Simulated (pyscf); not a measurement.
**Four-centre exchange: H₂N–In(Cl)–Cl + H₂S -> H₂N–In(SH)–Cl + hydrogen chloride (HCl)**

Gas phase, singlet surface, charge 0. Bonds broken: In2–Cl3, S7–H8. Bonds formed: In2–S7, Cl3–H8. Optimised with ωB97X-D3(BJ)/def2-SVP in PySCF.

Transition state (Å):

```xyz
9

N      0.8594    -1.1445    -0.1683
In    -0.4389     0.3947    -0.0299
Cl    -0.0445     1.9379     2.0720
Cl    -0.9078     1.8817    -1.7641
H      1.7283    -0.9187    -0.6486
H      1.0926    -1.5872     0.7183
S     -2.5029     0.1365     1.3659
H     -1.3764     1.2375     2.0888
H     -3.1574     1.0874     0.6677
```

One imaginary mode, 639i cm⁻¹; descent along it reached the two sides named, in the forms told below.

```csv
bond,change,reactant side (Å),saddle,product side
In2–Cl3,breaks,2.356,2.6,2.9
S7–H8,breaks,1.350,1.733,2.401
In2–S7,forms,2.7,2.505,2.412
Cl3–H8,forms,2.9,1.505,1.308
```

Electronic energies relative to the separated reactants (kcal/mol):

| level | barrier | reaction energy | reverse barrier |
|---|---|---|---|
| ωB97X-D3(BJ)/def2-TZVP | 0.5 | +5.0 | -4.6 |
| PBE/def2-TZVP | -0.4 | +5.0 | -5.4 |
| r²SCAN/def2-TZVP | -0.6 | +5.7 | -6.3 |
| B3LYP-D3(BJ)/def2-TZVP | 2.4 | +5.8 | -3.4 |
| PBE0-D3(BJ)/def2-TZVP | -0.2 | +5.1 | -5.3 |
| M06-2X/def2-TZVP | 3.4 | +6.6 | -3.3 |
| ωB97M-D3(BJ)/def2-TZVP | 5.4 | +6.0 | -0.6 |
| HF/def2-TZVP | 22.2 | +9.2 | 13.0 |

With ωB97M-D3(BJ)/def2-TZVP energies and thermal terms (ideal gas, 1 atm, RRHO with modes under 100 cm⁻¹ raised to 100, one conformer, R ln 2 for chiral ones without a mode under 150 cm⁻¹), in kcal/mol:

| T (K) | ΔH‡ | ΔG‡ | ΔH | ΔG |
|---|---|---|---|---|
| 298 | 4.1 | 15.6 | +6.0 | +6.6 |
| 600 | 4.6 | 27.0 | +6.5 | +6.9 |
| 900 | 5.4 | 38.0 | +6.9 | +7.1 |
| 1200 | 6.3 | 48.7 | +7.3 | +7.1 |

On the reactant side the descent ends in an adduct with a In–S contact, 17.3 kcal/mol under the separated species and 17.8 kcal/mol under the saddle at ωB97X-D3(BJ)/def2-TZVP. On the product side the descent ends in an adduct with a Cl–In contact, 8.1 kcal/mol under the separated species and 3.5 kcal/mol under the saddle at ωB97X-D3(BJ)/def2-TZVP. At PBE, r²SCAN, PBE0-D3(BJ) the saddle lies under the separated reactants, which points to a path from their complex (located at ωB97X-D3(BJ) alone). At ωB97X-D3(BJ)/def2-TZVP, PBE, r²SCAN, B3LYP-D3(BJ), PBE0-D3(BJ), M06-2X, ωB97M-D3(BJ) the saddle lies under the separated products, which points to a path from their complex (located at ωB97X-D3(BJ) alone), and parting the products costs more than the saddle. What is counted as formed (In–S) is already present as a longer contact in the reactant adduct; forming that adduct is a step of its own. What is counted as broken (Cl–In) persists as a longer contact in the product adduct; parting that adduct is a step of its own. One saddle was located; it need not be the lowest between these sides. Elements past Kr carry the def2 core potentials, without spin-orbit coupling.
